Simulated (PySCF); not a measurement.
Which determinant of AlH⁺ lies lowest?

Unrestricted PBE0; PySCF, no relativity, basis sets Al def2-TZVPPD, H def2-TZVPPD. Outer shells of the fragments: Al+ 3s2; H 1s1.

Followed along the bond (rough minima from three points):

| 2Ms+1 | unpaired | ⟨S²⟩ at the start | R at minimum (Å) | Te (eV) |
| --- | --- | --- | --- | --- |
| 2 | σ ↑ | 0.76 | 1.62 | 0.00 |
| 4 | σ ↑↑, π ↑ | 3.75 | none in the scan | ≤ 5.66 |

Solutions found at the starting distance of 1.615 Å, counted from the lowest of them; the search is not exhaustive and high or unbound solutions are not listed, so other states can lie among these:

```tsv
2Ms+1	unpaired	term	E (eV)	⟨S²⟩	⟨Lz²⟩	μ (D)
2	σ ↑	²Σ⁺	0.00	0.76	0.00	-0.34
2	π ↑	²Π	3.37	0.82	1.00	-0.96
4	σ ↑↑, π ↑	⁴Π	6.04	3.75	1.00	1.69
4	σ ↑↑↑	⁴Σ⁺	9.66	3.75	0.00	2.85
4	σ ↑, π ↑↑	⁴Σ⁻	9.99	3.75	0.00	0.48
```

A term symbol is given only where ⟨S²⟩ and ⟨Lz²⟩ are close to those of a pure state; real π, δ and φ orbitals otherwise mix terms. A positive dipole points towards H; it is taken about the centre of mass and depends on that origin.

Counting both spins, an empty level lies below a filled one in some of these solutions, because spin and occupation are held.
